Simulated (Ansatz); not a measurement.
Predict the output of the script below (Ansatz's Python interface).

`alh4no_cas.py`
```python
# -*- coding: utf-8 -*-
"""Active-space calculation on AlH4NO."""

import ansatz

geometry_ang = [
    ("N", (-0.9676, 0.3592, -0.8948)),
    ("Al", (0.2754, 0.0803, 0.4601)),
    ("O", (1.309, -1.4087, 0.3708)),
    ("H", (-1.6256, -0.3736, -0.8699)),
    ("H", (-1.5307, 1.2634, -0.6539)),
    ("H", (0.4368, 1.131, 1.6678)),
    ("H", (2.1639, -1.1196, -0.1259)),
]
mol = ansatz.Crystal.molecule()
for symbol, xyz in geometry_ang:
    mol = mol.atom(symbol, xyz)

calc = mol.calculation().basis(gaussian="cc-pVDZ").correlation(active_electrons=2, active_orbitals=2)
for method in ["sc_nevpt2"]:
    summary = (calc if method is None else calc.correlation(method)).run(threads=1, pin="off").report
    space = summary["configurations"]
    state = space["states"][0]
    print(method or "casscf", f"total {summary['free_energy_ev'] / 27.211386246:.6f} Ha, active-space state {state['energy']['hartree']:.6f} Ha, mean field {summary['reference_energy_ev'] / 27.211386246:.6f} Ha")
    print("  determinants", state["n_determinants"], " natural occupations", [round(n, 3) for n in space["natural_occupations"]])
print("effectively unpaired electrons, sum of min(n, 2 - n):", round(sum(min(n, 2 - n) for n in space["natural_occupations"]), 3))
```

```console
$ python alh4no_cas.py
sc_nevpt2 total -374.052541 Ha, active-space state -373.636100 Ha, mean field -373.613035 Ha
  determinants 4  natural occupations [1.974, 0.026]
effectively unpaired electrons, sum of min(n, 2 - n): 0.052
```

Total energies depend on the basis set; only differences at equal settings carry meaning. The geometry is a force-field or estimated start, not a minimum of this method, and the basis set is short of its limit. The active space starts as a window about the frontier orbitals and is then optimised, not chosen by chemistry. Timing: 4.8 s on 1 thread of Arm Neoverse V1 (shared host), peak memory 0.16 GiB.
